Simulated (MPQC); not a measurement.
**SiH2F (SMILES F[SiH2]) at 6 levels**

Aim: a comparison of 6 runs (UHF/STO-3G, UHF/def2-SVP, UB3LYP/3-21G, UPBE/6-31G, UPBE0/def2-SVP, UPBE/6-311+G**) of SiH2F. 

The calculation is run with MPQC 2.3.1.

**1. The structure to begin with**

The species is SiH2F (4 atoms), meant as a doublet with charge 0. SMILES: `F[SiH2]`. Geometry: relaxed at GFN2-xTB.

Bond lengths: F1–Si2 1.621 Å, Si2–H3 1.448 Å, Si2–H4 1.448 Å. Angles: F1–Si2–H3 104.7°, F1–Si2–H4 104.7°, H3–Si2–H4 120.2°.

**2. Energy and forces at UHF/STO-3G (run 1)**

input.in

```
% emacs should use -*- KeyVal -*- mode
molecule<Molecule>: (
   symmetry = c1
   unit = angstrom
   { atoms geometry } = {
      F  [ 1.205590       0.647540      -0.425510 ]
      Si [ -0.122150      -0.264920      -0.246870 ]
      H  [ -1.219930       0.678520      -0.261640 ]
      H  [ 0.136490      -1.061140       0.934020 ]
   }
)
basis<GaussianBasisSet>: (
   name = "STO-3G"
   molecule = $:molecule
   basisdir = "."
   puream = yes
)
mpqc: (
   checkpoint = no
   savestate = no
   restart = no
   do_energy = yes
   do_gradient = yes
   optimize = no
   mole<UHF>: (
      molecule = $:molecule
      basis = $:basis
      total_charge = 0
      multiplicity = 2
      memory = 1000000000
      print_evals = yes
      print_npa = yes
      maxiter = 120
      value_accuracy = 1e-08
      guess_wavefunction<UHF>: (
         molecule = $:molecule
         total_charge = 0
         multiplicity = 2
         memory = 1000000000
         value_accuracy = 1e-3
         basis<GaussianBasisSet>: (
            name = "STO-3G"
            molecule = $:molecule
         )
      )
   )
)
```

The basis set STO-3G is read from a file made from the Basis Set Exchange's data (not shown).

On the command line:

```bash
$ mpqc input.in > input.out
```

The log of the run:

```text
MPQC: Massively Parallel Quantum Chemistry
[...]
  <S^2>      = 0.751643
  total scf energy = -384.7500532949
[...]
Value of the MolecularEnergy: -384.7500532949
  Gradient of the MolecularEnergy:
      1   -0.0067977532
      2   -0.0044398973
      3    0.0012519834
      4   -0.0028580020
      5    0.0053949409
      6    0.0111096825
      7   -0.0032303678
      8    0.0098557101
      9   -0.0132805985
     10    0.0128861229
     11   -0.0108107536
     12    0.0009189326
[...]
      symmetry = c1
[...]
      nbasis = 16
[...]
    nalpha = 13
    nbeta = 12
[...]
```

Run time: 0.14 s. Hardware: 1 thread of Arm Neoverse V2, shared host.

**3. Energy and forces at UHF/def2-SVP (run 2)**

run.in

```
% emacs should use -*- KeyVal -*- mode
molecule<Molecule>: (
   symmetry = c1
   unit = bohr
   { atoms geometry } = {
      F  [ 2.27823492     1.22367325    -0.80409736 ]
      Si [ -0.23083005    -0.50062624    -0.46651669 ]
      H  [ -2.30533359     1.28221697    -0.49442794 ]
      H  [ 0.25792872    -2.00526398     1.76504199 ]
   }
)
basis<GaussianBasisSet>: (
   name = "def2-SVP"
   molecule = $:molecule
   basisdir = "."
   puream = yes
)
mpqc: (
   checkpoint = no
   savestate = no
   restart = no
   do_energy = yes
   do_gradient = yes
   optimize = no
   mole<UHF>: (
      molecule = $:molecule
      basis = $:basis
      total_charge = 0
      multiplicity = 2
      memory = 1000000000
      print_evals = yes
      print_npa = yes
      maxiter = 120
      value_accuracy = 1e-08
      guess_wavefunction<UHF>: (
         molecule = $:molecule
         total_charge = 0
         multiplicity = 2
         memory = 1000000000
         value_accuracy = 1e-3
         basis<GaussianBasisSet>: (
            name = "STO-2G"
            molecule = $:molecule
         )
      )
   )
)
```

The basis set def2-SVP is read from a file made from the Basis Set Exchange's data (not shown).

On the command line:

```bash
$ mpqc -o run.out run.in
```

The log of the run:

```text
MPQC: Massively Parallel Quantum Chemistry
[...]
  <S^2>      = 0.752426
  total scf energy = -389.3632572160
[...]
Value of the MolecularEnergy: -389.3632572160
  Gradient of the MolecularEnergy:
      1   -0.0005560185
      2    0.0011449197
      3    0.0022968145
      4   -0.0178486797
      5   -0.0027532874
      6    0.0162572554
      7    0.0129310846
      8   -0.0039795916
      9   -0.0059873051
     10    0.0054736137
     11    0.0055879592
     12   -0.0125667648
[...]
      symmetry = c1
[...]
      nbasis = 42
[...]
    nalpha = 13
    nbeta = 12
[...]
```

It took 1.1 s on 1 thread of Arm Neoverse V2, shared host.

Runs 3 to 4 aren't shown in full; the table further down has their settings and results.

**4. Energy and forces at UPBE0/def2-SVP (run 5)**

job.in

```
% FH2Si
molecule<Molecule>: (
    symmetry = c1
    unit = angstrom
    { atoms geometry } = {
        F  [ 1.205590 0.647540 -0.425510 ]
        Si [ -0.122150 -0.264920 -0.246870 ]
        H  [ -1.219930 0.678520 -0.261640 ]
        H  [ 0.136490 -1.061140 0.934020 ]
    }
)
basis<GaussianBasisSet>: (
    name = "def2-SVP"
    molecule = $:molecule
    basisdir = "."
    puream = yes
)
mpqc: (
    checkpoint = no
    savestate = no
    restart = no
    do_energy = yes
    do_gradient = yes
    optimize = no
    mole<UKS>: (
        molecule = $:molecule
        basis = $:basis
        total_charge = 0
        multiplicity = 2
        memory = 1000000000
        print_evals = yes
        print_npa = yes
        maxiter = 120
        value_accuracy = 1e-08
        functional<SumDenFunctional>: (
            a0 = 0.25
            coefs = [ 0.75 1 ]
            funcs: [ <PBEXFunctional>: () <PBECFunctional>: () ]
        )
        integrator<RadialAngularIntegrator>: ( grid = xfine )
        guess_wavefunction<UHF>: (
            molecule = $:molecule
            total_charge = 0
            multiplicity = 2
            memory = 1000000000
            value_accuracy = 1e-3
            basis<GaussianBasisSet>: (
                name = "MINI (Huzinaga)"
                molecule = $:molecule
            )
        )
    )
)
```

The basis set def2-SVP is read from a file made from the Basis Set Exchange's data (not shown).

On the command line:

```bash
$ mpqc -o job.out job.in
```

The log of the run:

```text
MPQC: Massively Parallel Quantum Chemistry
[...]
  Integrated electron density error = -0.000084309586
  iter     1 energy = -389.8648184349 delta = 1.96867e-01
  Integrated electron density error = 0.000092117383
  iter     2 energy = -390.0924182917 delta = 2.94222e-02
[...]
  Integrated electron density error = -0.000002544914
  iter    21 energy = -390.1291625820 delta = 3.27804e-08
  Integrated electron density error = -0.000002544913
  iter    22 energy = -390.1291625820 delta = 1.83141e-08
  Integrated electron density error = -0.000002544914
  iter    23 energy = -390.1291625820 delta = 1.04724e-08
[...]
  <S^2>      = 0.751308
  total scf energy = -390.1291625820
[...]
  Integrated electron density error = -0.000002545609
  Total Gradient:
[...]
Value of the MolecularEnergy: -390.1291625820
  Gradient of the MolecularEnergy:
      1   -0.0076498249
      2   -0.0037376229
      3    0.0032122245
      4   -0.0132447268
      5    0.0025998437
      6    0.0188508363
      7    0.0172836459
      8   -0.0082004247
      9   -0.0050025858
     10    0.0036109059
     11    0.0093382040
     12   -0.0170604750
[...]
        symmetry = c1
[...]
        nbasis = 42
[...]
      nalpha = 13
      nbeta = 12
[...]
```

It took 20 s on 1 thread of Arm Neoverse V2, shared host.

**5. Energy and gradient at UPBE/6-311+G(d,p) (run 6)**

mol.in

```
% emacs should use -*- KeyVal -*- mode
molecule<Molecule>: (
   symmetry = c1
   unit = angstrom
   { atoms geometry } = {
      F  [ 1.205590     0.647540    -0.425510 ]
      Si [ -0.122150    -0.264920    -0.246870 ]
      H  [ -1.219930     0.678520    -0.261640 ]
      H  [ 0.136490    -1.061140     0.934020 ]
   }
)
basis<GaussianBasisSet>: (
   name = "6-311+G**"
   molecule = $:molecule
   basisdir = "."
   puream = yes
)
mpqc: (
   checkpoint = no
   savestate = no
   restart = no
   do_energy = yes
   do_gradient = yes
   optimize = no
   mole<UKS>: (
      molecule = $:molecule
      basis = $:basis
      total_charge = 0
      multiplicity = 2
      memory = 1000000000
      print_evals = yes
      print_npa = yes
      maxiter = 120
      value_accuracy = 1e-08
      functional<StdDenFunctional>: ( name = "PBE" )
      integrator<RadialAngularIntegrator>: ( grid = xfine )
      guess_wavefunction<UHF>: (
         molecule = $:molecule
         total_charge = 0
         multiplicity = 2
         memory = 1000000000
         value_accuracy = 1e-3
         basis<GaussianBasisSet>: (
            name = "STO-3G"
            molecule = $:molecule
         )
      )
   )
)
```

The basis set 6-311+G** is read from a file made from the Basis Set Exchange's data (not shown).

On the command line:

```bash
$ mpqc -o mol.out mol.in
```

The log of the run:

```text
MPQC: Massively Parallel Quantum Chemistry
[...]
  Integrated electron density error = 0.000507596216
  iter     1 energy = -389.4617342815 delta = 8.98649e-02
  Integrated electron density error = 0.000769709951
  iter     2 energy = -390.2698808790 delta = 2.94078e-02
[...]
  Integrated electron density error = -0.000002098683
  iter    22 energy = -390.3149564372 delta = 2.91787e-08
  Integrated electron density error = -0.000002098683
  iter    23 energy = -390.3149564372 delta = 1.73904e-08
  Integrated electron density error = -0.000002098683
  iter    24 energy = -390.3149564372 delta = 1.06238e-08
[...]
  <S^2>      = 0.751240
  total scf energy = -390.3149564372
[...]
  Integrated electron density error = -0.000002109109
  Total Gradient:
[...]
Value of the MolecularEnergy: -390.3149564372
  Gradient of the MolecularEnergy:
      1   -0.0156723996
      2   -0.0097665104
      3    0.0035157017
      4   -0.0039003146
      5    0.0099256608
      6    0.0189342573
      7    0.0173412685
      8   -0.0097705644
      9   -0.0045626274
     10    0.0022314457
     11    0.0096114140
     12   -0.0178873316
[...]
        symmetry = c1
[...]
        nbasis = 64
[...]
      nalpha = 13
      nbeta = 12
[...]
```

It took 46 s on 1 thread of Arm Neoverse V2, shared host; peak memory 0.52 GiB.

**6. Overview of the runs**

| run | level | starting guess | integration grid | energy (Eh) | ⟨S²⟩ | largest force (eV/Å) | wall time |
| --- | --- | --- | --- | --- | --- | --- | --- |
| 1 | UHF/STO-3G | STO-3G | – | -384.750053 | 0.752 | 0.866 | 0.14 s |
| 2 | UHF/def2-SVP | STO-2G | – | -389.363257 | 0.752 | 1.250 | 1.1 s |
| 3 | UB3LYP/3-21G | huckel STO-3G | xfine | -388.442269 | 0.751 | 1.812 | 8.1 s |
| 4 | UPBE/6-31G | STO-2G | xfine | -390.188444 | 0.751 | 3.505 | 9.9 s |
| 5 | UPBE0/def2-SVP | MINI (Huzinaga) | xfine | -390.129163 | 0.751 | 1.192 | 20 s |
| 6 | UPBE/6-311+G** | STO-3G | xfine | -390.314956 | 0.751 | 1.117 | 46 s |

**7. Results**

| quantity | value |
| --- | --- |
| run 6: total energy | -390.31496 Eh |
| run 6: ⟨S²⟩ | 0.751 |
| run 6: largest force on an atom | 1.117 eV/Å |

Totals of different functionals can't be ranked against each other. In run 1 the basis is minimal, so the values are rough. All runs together took 85 s, the longest 46 s.
